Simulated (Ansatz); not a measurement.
A run for Ansatz (a program for electronic structure): R-PBE0/def2-TZVPPD on H2 (SMILES [H][H]). Files ending in .json are basis or fitting sets from the Basis Set Exchange.

Ansatz 0.2 input:
```yaml
crystal:
  periodic: [false, false, false]
  atoms:
    - {symbol: H, position_ang: [0.00000000, 0.00000000, 0.00000000]}
    - {symbol: H, position_ang: [0.74187646, 0.00000000, 0.00000000]}
basis:
  gaussian:
    orbitals: def2-TZVPPD.json
hamiltonian:
  xc: {name: PBE0}
scf: {lower_state_search: off}
```

Q: Give the final energy of this run.

A: -1.1685 hartree.
